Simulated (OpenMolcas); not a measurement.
# MP2/Ahlrichs_VTZ run of CH5OSi− (SMILES CO[SiH2-])

Aim: a geometry optimisation of CH5OSi−. 

The calculation is run with OpenMolcas 26.06.

3 further runs of the same task are left out: 1 that didn't finish, 2 set aside as unsound or not needed.

### 1 The structure to begin with

CH5OSi− has 8 atoms, charge -1, and is taken as a singlet. SMILES: `CO[SiH2-]`. One bond was lengthened or shortened from a relaxed shape. The run starts from this shape.

Bond lengths: C1–O2 1.342 Å, O2–Si3 1.753 Å, C1–H4 1.221 Å, C1–H5 1.109 Å, C1–H6 1.105 Å, Si3–H7 1.526 Å, Si3–H8 1.497 Å. Angles: C1–O2–Si3 113.7°, O2–C1–H4 112.5°, O2–C1–H5 112.8°, O2–C1–H6 110.5°, O2–Si3–H7 99.1°, O2–Si3–H8 94.0°, H4–C1–H5 105.9°, H4–C1–H6 107.6°, H5–C1–H6 107.3°, H7–Si3–H8 100.4°.

### 2 A structure relaxation at MP2/Ahlrichs_VTZ

input.xyz

```xyz
8

C     -0.471085     0.965706    -0.109503
O     -0.573495    -0.202934     0.542027
Si     0.497795    -1.447234    -0.071593
H     -0.757450     0.867050    -1.292030
H      0.554905     1.385006    -0.079793
H     -1.146105     1.718016     0.336937
H      1.833575    -0.844664     0.352897
H      0.244035    -2.378174     1.073337
```

run.inp

```
* CH5OSi MP2
&GATEWAY
Coord
input.xyz
Basis
Ahlrichs_VTZ
Group
NoSym
>>> EXPORT MOLCAS_MAXITER=60
>>> Do While
&SEWARD
&SCF
Charge
-1
PrOrbitals
0
&MBPT2
Frozen
7
Grdt
&SLAPAF
>>> EndDo
```

Launch:

```console
$ export MOLCAS_MEM=1860
$ pymolcas run.inp > run.log
```

The log of the run:

```text
--- Start Module: gateway ---

                                              &GATEWAY

                       available to each process: 1.9 GB of memory, 1 thread

++    Symmetry information:
      ---------------------

                    Character Table for C1

                             E
                    a        1  x, y, xy, Rz, z, xz, Ry, yz, Rx, I
--

++    Basis set information:
      ----------------------

      Basis set label: C.AHLRICHS_VTZ.........

      Electronic valence basis set:
      ------------------
      Associated Effective Charge   6.000000 au
      Associated Actual Charge      6.000000 au
      Nuclear Model: Point charge

      Shell  nPrim  nBasis  Cartesian Spherical Contaminant
         s      10       6        X
         p       6       3        X

      Basis set label: O.AHLRICHS_VTZ.........

      Electronic valence basis set:
      ------------------
      Associated Effective Charge   8.000000 au
      Associated Actual Charge      8.000000 au
      Nuclear Model: Point charge

      Shell  nPrim  nBasis  Cartesian Spherical Contaminant
         s      10       6        X
         p       6       3        X

      Basis set label: SI.AHLRICHS_VTZ.........

      Electronic valence basis set:
      ------------------
      Associated Effective Charge  14.000000 au
      Associated Actual Charge     14.000000 au
      Nuclear Model: Point charge

      Shell  nPrim  nBasis  Cartesian Spherical Contaminant
         s      12       7        X
         p       9       5        X

      Basis set label: H.AHLRICHS_VTZ.........

      Electronic valence basis set:
      ------------------
      Associated Effective Charge   1.000000 au
      Associated Actual Charge      1.000000 au
      Nuclear Model: Point charge

      Shell  nPrim  nBasis  Cartesian Spherical Contaminant
         s       5       3        X
--

++    Molecular structure info:
      -------------------------

                    ************************************************
                    **** Cartesian Coordinates / bohr, angstrom ****
                    ************************************************

     Center  Label                x              y              z                     x              y              z
        1      C1              -0.890222       1.824920      -0.206931             -0.471085       0.965706      -0.109503
        2      O2              -1.083748      -0.383490       1.024283             -0.573495      -0.202934       0.542027
        3      SI3              0.940696      -2.734876      -0.135291              0.497795      -1.447234      -0.071593
[... 4 lines of this table left out ...]
        8      H8               0.461159      -4.494098       2.028313              0.244035      -2.378174       1.073337

                    ***************************************
                    *    InterNuclear Distances / bohr    *
                    ***************************************

               1 C1            2 O2            3 SI3           4 H4            5 H5            6 H6
    1 C1       0.000000
    2 O2       2.535826        0.000000
    3 SI3      4.914176        3.312402        0.000000
    4 H4       2.306788        4.027587        5.483794        0.000000
    5 H5       2.095254        3.864247        5.353268        3.515131        0.000000
    6 H6       2.088067        3.807689        6.784120        3.549834        3.368802        0.000000
    7 H7       5.606697        4.721129        2.883050        6.640757        4.925500        7.426907
    8 H8       6.837582        4.504655        2.829487        7.821141        7.460918        8.291903

               7 H7            8 H8
    7 H7       0.000000
    8 H8       4.390239        0.000000

                    *******************************************
                    *    InterNuclear Distances / angstrom    *
                    *******************************************

               1 C1            2 O2            3 SI3           4 H4            5 H5            6 H6
    1 C1       0.000000
    2 O2       1.341901        0.000000
    3 SI3      2.600470        1.752847        0.000000
    4 H4       1.220700        2.131307        2.901899        0.000000
    5 H5       1.108761        2.044872        2.832828        1.860127        0.000000
    6 H6       1.104957        2.014942        3.590002        1.878491        1.782693        0.000000
    7 H7       2.966936        2.498314        1.525644        3.514137        2.606462        3.930150
    8 H8       3.618292        2.383761        1.497300        4.138769        3.948148        4.387886

               7 H7            8 H8
    7 H7       0.000000
    8 H8       2.323214        0.000000

                    **************************************
                    *    Valence Bond Angles / degree    *
                    **************************************
                          Atom centers                 Phi
                      2 O2       1 C1       4 H4       112.46
                      2 O2       1 C1       5 H5       112.76
                      2 O2       1 C1       6 H6       110.50
                      4 H4       1 C1       5 H5       105.88
                      4 H4       1 C1       6 H6       107.64
                      5 H5       1 C1       6 H6       107.28
                      7 H7       3 SI3      8 H8       100.44
--

            Nuclear Potential Energy            108.74551358 au

--- Stop Module: gateway /rc=_RC_ALL_IS_WELL_ ---

>>> EXPORT MOLCAS_MAXITER = 60

--- Start Module: seward ---

                                              &SEWARD

[... 44 lines left out ...]
      Nuclear repulsion energy =  108.74551358
[... 66 lines left out ...]
       Convergence after  14 Iterations
[... 41 lines left out ...]
      Dipole Moment (debye):
[... 72 lines left out ...]
       SCF energy                           =     -404.4969681631 a.u.
[... 3 lines left out ...]
       Reference weight ( Cref**2 )         =        0.89906
[... 120 lines left out ...]
 Convergence criterion on gradient/para.<=: 3.0E-04
[... 19 lines left out ...]
  force constant weighted redundant internal coordinates.
[... 28 lines left out ...]
 Convergence not reached yet!
[... 117 lines left out ...]
       +  Value      Threshold Converged? +  Value      Threshold Converged? +
[... 69 lines left out ...]
Iter      Energy       Change     Norm      Max    Element    Max     Element     Final Energy Update Update   Index
[... 57 lines left out ...]
WARNING!
[... 33 lines left out ...]
 Convergence not reached yet!
[... 71 lines left out ...]
       +  Value      Threshold Converged? +  Value      Threshold Converged? +
[... 69 lines left out ...]
Iter      Energy       Change     Norm      Max    Element    Max     Element     Final Energy Update Update   Index
[... 60 lines left out ...]
WARNING!
[... 36 lines left out ...]
 Convergence not reached yet!
[... 71 lines left out ...]
       +  Value      Threshold Converged? +  Value      Threshold Converged? +
[... 69 lines left out ...]
Iter      Energy       Change     Norm      Max    Element    Max     Element     Final Energy Update Update   Index
[... 59 lines left out ...]
WARNING!
[... 34 lines left out ...]
 Convergence not reached yet!
[... 71 lines left out ...]
       +  Value      Threshold Converged? +  Value      Threshold Converged? +
[... 69 lines left out ...]
Iter      Energy       Change     Norm      Max    Element    Max     Element     Final Energy Update Update   Index
[... 59 lines left out ...]
WARNING!
[... 34 lines left out ...]
 Convergence not reached yet!
[... 71 lines left out ...]
       +  Value      Threshold Converged? +  Value      Threshold Converged? +
[... 69 lines left out ...]
Iter      Energy       Change     Norm      Max    Element    Max     Element     Final Energy Update Update   Index
[... 59 lines left out ...]
WARNING!
[... 34 lines left out ...]
 Convergence not reached yet!
[... 71 lines left out ...]
       +  Value      Threshold Converged? +  Value      Threshold Converged? +
[... 69 lines left out ...]
Iter      Energy       Change     Norm      Max    Element    Max     Element     Final Energy Update Update   Index
[... 59 lines left out ...]
WARNING!
[... 34 lines left out ...]
 Convergence not reached yet!
[... 71 lines left out ...]
       +  Value      Threshold Converged? +  Value      Threshold Converged? +
[... 69 lines left out ...]
Iter      Energy       Change     Norm      Max    Element    Max     Element     Final Energy Update Update   Index
[... 23 lines left out ...]
  Geometrical information of the final structure
[... 16 lines left out ...]
 * Nuclear coordinates of the final structure / angstrom *
[... 142 lines left out ...]
                                   SCF        iterations: Energy and convergence statistics
[... 6 lines left out ...]
   4  -404.511279039  -770.453012405   262.969102085  -2.30E-09*   1.86E-05    6.33E-06     1.12E-04   1.62E+02   QNRc2DIIS    0.
   5  -404.511279040  -770.453277792   262.969367471  -2.78E-10    7.86E-06    4.63E-06     3.48E-05   1.62E+02   QNRc2DIIS    0.

       Convergence after   5 Iterations
--

 *****************************************************************************************************************************
 *                                             SCF/KS-DFT Program, Final results                                             *
 *                                                       Final Results                                                       *
 *****************************************************************************************************************************

::    Total SCF energy                               -404.5112790396
      One-electron energy                            -770.4532777919
      Two-electron energy                             262.9693674714
      Nuclear repulsion energy                        102.9726312809
      Kinetic energy (interpolated)                   404.3157553922
      Virial theorem                                    1.0004835915
      Total spin, S(S+1)                                0.0000000000
      Total spin, S                                     0.0000000000
      Max non-diagonal density matrix element           0.0000053777
      Max non-diagonal Fock matrix element              0.0000021605

      No orbitals printed

++    Molecular charges:
      ------------------

      Mulliken charges per centre
      ---------------------------

                C1      O2      SI3     H4      H5      H6      H7      H8
      Total    6.1341  8.7863 13.7058  0.9278  0.9189  0.9147  1.3168  1.2956

      N-E     -0.1341 -0.7863  0.2942  0.0722  0.0811  0.0853 -0.3168 -0.2956

      Total electronic charge=   34.000000

      Total            charge=   -1.000000
--

++    Molecular properties:
      ---------------------

      Charge (e):
                      =   -1.0000
      Dipole Moment (debye):
      Origin of the operator (angstrom)=   -0.0322   -0.5638    0.0766
                   X= -9.6150E-01               Y=  3.5500E+00               Z= -1.0373E+00           Total=  3.8213E+00
      Center of Charge (angstrom)
                     X=    0.16800747               Y=   -1.30286044               Z=    0.29256152
      Quadrupole Moment (debye*angstrom):
      Origin of the operator (angstrom)=   -0.0322   -0.5638    0.0766
                  XX= -3.7049E+01              XY=  1.5391E+00              XZ=  4.3694E-01              YY= -3.7045E+01
                  YZ= -1.7800E+00              ZZ= -3.8310E+01
      In traceless form (debye*angstrom)
                  XX=  6.2875E-01              XY=  2.3087E+00              XZ=  6.5542E-01              YY=  6.3458E-01
                  YZ= -2.6700E+00              ZZ= -1.2633E+00
--

WARNING!
Default frozen orbitals as non valence orbitals is overwritten by user input.
Default values:   4

      Cartesian coordinates in angstrom:
      -----------------------------------------------------
      No.  Label        X            Y            Z
      -----------------------------------------------------
       1   C1        -0.48947263   1.06132373  -0.14689510
       2   O2        -0.58782422  -0.19233526   0.55673527
       3   SI3        0.44657605  -1.60345277  -0.10431409
[... 4 lines of this table left out ...]
       8   H8         0.34230158  -2.45002251   1.21236723
      -----------------------------------------------------
      Nuclear repulsion energy =  102.97263128

      Contents of RUNFILE file:
      -------------------------

      Symmetry species                           1
                                                 a
      Number of basis functions                 67
      Frozen occupied orbitals                   7
      Active occupied orbitals                  10
      Active external orbitals                  50
      Deleted external orbitals                  0

      Reference numbers of frozen occupied orbitals according to the original input sequence
      symmetry species 1                        1  2  3  4  5  6  7

      Energies of the active occupied orbitals

      symmetry species 1                    -1.096430     -0.737867     -0.482952     -0.430453     -0.414857
                                            -0.345984     -0.253293     -0.242669     -0.207614     -0.074673

      Energies of the active external orbitals

      symmetry species 1                     0.295502      0.325580      0.348246      0.366996      0.373542
                                             0.391917      0.423019      0.497953      0.518176      0.544476
                                             0.567226      0.681419      0.693242      0.722610      0.781972
                                             0.783417      0.801747      0.827620      0.848905      0.890045
[... 5 lines of this table left out ...]
                                            23.171436     64.768647     83.857790    120.881266    608.986076

      ********************************************************************************************************
      *                                               Results                                                *
      ********************************************************************************************************

 Conventional algorithm used...

       SCF energy                           =     -404.5112790396 a.u.
       Second-order correlation energy      =       -0.3025901464 a.u.

       Total energy                         =     -404.8138691860 a.u.
       Reference weight ( Cref**2 )         =        0.89532

::    Total MBPT2 energy                             -404.8138691860

++    Molecular properties:
      ---------------------

      Charge (e):
                      =   -1.0000
      Dipole Moment (debye):
      Origin of the operator (angstrom)=   -0.0322   -0.5638    0.0766
                   X= -1.0263E+00               Y=  3.5168E+00               Z= -8.1878E-01           Total=  3.7538E+00
      Center of Charge (angstrom)
                     X=    0.18150518               Y=   -1.29594881               Z=    0.24707565
      Quadrupole Moment (debye*angstrom):
      Origin of the operator (angstrom)=   -0.0322   -0.5638    0.0766
                  XX= -3.7564E+01              XY=  1.5017E+00              XZ=  3.9686E-01              YY= -3.7851E+01
                  YZ= -1.7937E+00              ZZ= -3.8784E+01
      In traceless form (debye*angstrom)
                  XX=  7.5319E-01              XY=  2.2525E+00              XZ=  5.9529E-01              YY=  3.2291E-01
                  YZ= -2.6906E+00              ZZ= -1.0761E+00
--

       Zeroth-order energy (E0)             =     -141.5419115686 a.u.

       Shanks-type energy S1(E)             =     -404.8142177676 a.u.

       Data processing and timing information:

       Section                                              time(sec)
                                                          CPU  Elapsed

      Input data processing                              0.01      0.02
      Transformation of integrals                        0.40      0.48
      MBPT2 calculations (BJAI)                          0.44      0.62
      Total MBPT2 calculations                           0.85      1.12

--- Stop Module: last_energy /rc=_RC_ALL_IS_WELL_ ---
--- Module last_energy spent 2 seconds ---

>>> END DO

.##################.
.# Happy landing! #.
.##################.

    Timing: Wall=77.10 User=58.41 System=18.43
```

Wall time 78 s (1 thread of Intel Xeon 6975P-C (Granite Rapids), shared host); peak memory 0.41 GiB.

Step by step:

```tsv
step	energy from the first frame kept (eV)	largest force (eV/Å)
0	0.0000	4.3713
1	-0.3109	2.7621
2	-0.4469	1.2598
3	-0.4828	0.8082
4	-0.5024	0.4988
5	-0.5185	0.4252
6	-0.5201	0.3160
7	-0.5246	0.2281
8	-0.5216	0.1882
9	-0.5260	0.1007
10	-0.5257	0.0681
11	-0.5262	0.0400
12	-0.5263	0.0236
13	-0.5264	0.0336
14	-0.5264	0.0281
15	-0.5264	0.0250
16	-0.5264	0.0255
17	-0.5265	0.0205
18	-0.5265	0.0079
19	-0.5265	0.0050
20	-0.5265	0.0057
```

After the run. Bond lengths: C1–O2 1.441 Å, O2–Si3 1.870 Å, C1–H4 1.106 Å, C1–H5 1.105 Å, C1–H6 1.098 Å, Si3–H7 1.596 Å, Si3–H8 1.569 Å. Angles: C1–O2–Si3 116.5°, O2–C1–H4 112.2°, O2–C1–H5 111.7°, O2–C1–H6 108.7°, O2–Si3–H7 97.0°, O2–Si3–H8 94.2°, H4–C1–H5 107.3°, H4–C1–H6 108.4°, H5–C1–H6 108.3°, H7–Si3–H8 95.4°.

### 3 Outcome

Level: MP2/Ahlrichs_VTZ, 7 core orbitals frozen.

| quantity | value |
| --- | --- |
| total energy at the end | -404.81387 Eh |
| HOMO energy (Hartree–Fock orbitals) | -2.03 eV |
| LUMO energy (Hartree–Fock orbitals) | 8.04 eV |
| HOMO–LUMO gap (to an unbound level, set by the basis) | 10.07 eV |
| correlation energy (7 core orbitals frozen) | -302.6 mEh |

At the final geometry: Bond lengths: C1–O2 1.441 Å, O2–Si3 1.870 Å, C1–H4 1.106 Å, C1–H5 1.105 Å, C1–H6 1.098 Å, Si3–H7 1.596 Å, Si3–H8 1.569 Å. Angles: C1–O2–Si3 116.5°, O2–C1–H4 112.2°, O2–C1–H5 111.7°, O2–C1–H6 108.7°, O2–Si3–H7 97.0°, O2–Si3–H8 94.2°, H4–C1–H5 107.3°, H4–C1–H6 108.4°, H5–C1–H6 108.3°, H7–Si3–H8 95.4°. The optimisation took 20 steps and changed the energy by -0.527 eV. Mulliken charges of the mean-field density run from -0.79 on O2 to +0.29 on Si3; they depend strongly on the basis.
